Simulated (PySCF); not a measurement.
# AlH3 (SMILES [AlH3]) at CCSDT/6-31G

Aim: the energy change on altering one bond length of AlH3 at CCSDT/6-31G, from 2 runs. Input form: a Python script.

The results are computed with PySCF 2.14.0.

10 further runs of the same task are left out: 10 set aside as unsound or not needed.

### 1 The system as given

AlH3 has 4 atoms, charge 0, and is taken as a singlet. SMILES: `[AlH3]`. The shape is that of a PBE0-D4/def2-TZVP optimisation.

Bond lengths: Al1–H2 1.586 Å, Al1–H3 1.586 Å, Al1–H4 1.586 Å. Angles: H2–Al1–H3 120.0°, H2–Al1–H4 120.0°, H3–Al1–H4 120.0°.

### 2 The energy at CCSDT/6-31G

Input file calc.py:

```python
from pyscf import gto, scf, cc

mol = gto.M(
    atom='Al 0.013700 -0.014800 -0.005100; H 0.633200 0.670900 1.283600; H -1.340800 -0.832000 0.105100; H 0.749400 0.115700 -1.403900',
    basis='6-31g',
    max_memory=1860,
    verbose=3,
)

mf = scf.RHF(mol)
mf.conv_tol = 1e-10
mf.kernel()
if not mf.converged:
    mf = mf.newton().run(mf.mo_coeff, mf.mo_occ)

mycc = cc.CCSDT(mf, frozen=5)
mycc.kernel()
e_tot = mycc.e_tot
print('Final energy', e_tot)
```

Started as:

```
$ OMP_NUM_THREADS=1 python calc.py
```

Output:

```text
converged SCF energy = -243.587911349469
_make_eris_incore_RCCSDT

WARN: A large `blksize` is being used, which may cause large memory consumption
      for storing contraction intermediates. If memory is sufficient, consider using
      `pyscf.cc.rccsdt_highm.RCCSDT` instead.

WARN: A large `blksize_oovv` is being used, which may cause large memory consumption
      for storing contraction intermediates. If memory is sufficient, consider using
      `pyscf.cc.rccsdt_highm.RCCSDT` instead.

WARN: A large `blksize_oooo` is being used, which may cause large memory consumption
      for storing contraction intermediates. If memory is sufficient, consider using
      `pyscf.cc.rccsdt_highm.RCCSDT` instead.

RCCSDT converged
E(RCCSDT) = -243.6478905722314   E_corr = -0.05997922276246179
E_corr(same-spin) = -0.00208714185578715
E_corr(oppo-spin) = -0.0578920809066746
Final energy -243.6478905722314
```

Run time: 0.83 s. Hardware: 1 thread of Arm Neoverse V1, shared host; peak memory 0.11 GiB.

### 3 The distorted shape, same level

Input file job.py:

```python
from pyscf import gto, cc

system = gto.Mole()
system.atom = '''
Al    -0.296059    -0.357660    -0.649469
H      0.633200     0.670900     1.283600
H     -1.650559    -1.174860    -0.539269
H      0.439641    -0.227160    -2.048269
'''
system.spin = 0
system.max_memory = 1860
system.basis = '6-31g'
system.verbose = 3
system.build()

mf = system.RHF()
mf.conv_tol = 1e-10
mf.kernel()
if not mf.converged:
    mf = mf.newton().run(mf.mo_coeff, mf.mo_occ)

mycc = cc.CCSDT(mf, frozen=5)
mycc.kernel()
e_tot = mycc.e_tot
print('E(%s) = %.9f' % ('CCSDT', e_tot))
```

Started as:

```
$ OMP_NUM_THREADS=1 python job.py
```

Output:

```text
converged SCF energy = -243.521286527178
_make_eris_incore_RCCSDT

WARN: A large `blksize` is being used, which may cause large memory consumption
      for storing contraction intermediates. If memory is sufficient, consider using
      `pyscf.cc.rccsdt_highm.RCCSDT` instead.

WARN: A large `blksize_oovv` is being used, which may cause large memory consumption
      for storing contraction intermediates. If memory is sufficient, consider using
      `pyscf.cc.rccsdt_highm.RCCSDT` instead.

WARN: A large `blksize_oooo` is being used, which may cause large memory consumption
      for storing contraction intermediates. If memory is sufficient, consider using
      `pyscf.cc.rccsdt_highm.RCCSDT` instead.

RCCSDT converged
E(RCCSDT) = -243.5969490748618   E_corr = -0.07566254768409165
E_corr(same-spin) = -0.00215164848278147
E_corr(oppo-spin) = -0.0735108992013102
E(CCSDT) = -243.596949075
```

Wall time 0.97 s (1 thread of Arm Neoverse V1, shared host); peak memory 0.12 GiB.

### 4 Results

Level: CCSDT/6-31G, 5 core orbitals frozen.

| quantity | value |
| --- | --- |
| first shape: total energy | -243.64789 Eh |
| first shape: dipole moment (Hartree–Fock density) | 0.00 D |
| first shape: HOMO energy (Hartree–Fock orbitals) | -11.66 eV |
| first shape: LUMO energy (Hartree–Fock orbitals) | 0.76 eV |
| first shape: HOMO–LUMO gap (Hartree–Fock orbitals) | 12.42 eV |
| first shape: correlation energy (5 core orbitals frozen) | -60.0 mEh |
| first shape: T1 diagnostic | 0.010 |
| distorted shape: total energy | -243.59695 Eh |
| distorted shape: dipole moment (Hartree–Fock density) | 1.83 D |
| distorted shape: HOMO energy (Hartree–Fock orbitals) | -9.55 eV |
| distorted shape: LUMO energy (Hartree–Fock orbitals) | 0.40 eV |
| distorted shape: HOMO–LUMO gap (Hartree–Fock orbitals) | 9.95 eV |
| distorted shape: correlation energy (5 core orbitals frozen) | -75.7 mEh |
| distorted shape: T1 diagnostic | 0.020 |
| energy change with the Al1–H2 bond stretched from 1.586 to 2.379 Å | 1.386 eV |

In words: With the Al1–H2 bond stretched from 1.586 to 2.379 Å the energy rises by 1.39 eV (134 kJ/mol). The first shape isn't relaxed at this level, so the change isn't measured from a minimum. Mulliken charges (first shape) of the mean-field density run from -0.27 on H2 to +0.82 on Al1; they depend strongly on the basis. The T1 diagnostic (distorted shape) of 0.020 is above the customary mark for such species, so a single reference may not serve.
